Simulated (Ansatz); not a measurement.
CCSD(T) forces

CH2NaO (SMILES [CH2+][O][Na]) (charge +1), singlet, displaced at random from a GFN2-xTB minimum.

```
5
angstrom
C -0.6003 0.1503 -0.2180
O 0.5322 -0.1440 0.2570
Na 2.2829 -0.7286 0.9642
H -0.7467 1.1231 -0.4941
H -1.4756 -0.5364 -0.4193
```

Computed with Ansatz 0.2.0 (basis: def2-TZVPP); correlated methods freeze the cores. The outer core shell of Li, Na, Mg and K is correlated. The def2 sets are not built for correlating such inner shells, so the correlated values are less sure here. B3LYP uses VWN-RPA correlation.

CCSD(T) forces from the calculation:
| atom | Fx | Fy | Fz (eV/Å) |
| --- | --- | --- | --- |
| C1 | 2.081 | -2.807 | 1.122 |
| O2 | -3.906 | 0.290 | -1.403 |
| Na3 | 1.094 | -0.359 | 0.451 |
| H4 | -0.516 | 2.818 | -0.729 |
| H5 | 1.247 | 0.058 | 0.559 |

Which atom feels the largest CCSD(T) force, and how large is it?

O2, 4.16 eV/Å, along (-0.94, 0.07, -0.34).

Root-mean-square difference of the force components from those of CCSD(T): PBE0-D4 0.339; wB97M-V 0.255; r2SCAN-D4 0.192; PBE-D4 0.160; r2SCAN0-D4 0.433; B3LYP-D4 0.188 eV/Å.

T1 diagnostic: at most 0.016. These are differences at one structure, and CCSD(T) in triple zeta is itself an approximation.

For scale, one of the runs: CCSD(T)/def2-TZVPP forces, 122 basis functions (an equivalent command: `ansatz run in.yaml --threads 4`). Time: 21 s of wall clock on 4 CPU threads; the host was shared. Peak host memory: 1.1 GiB.
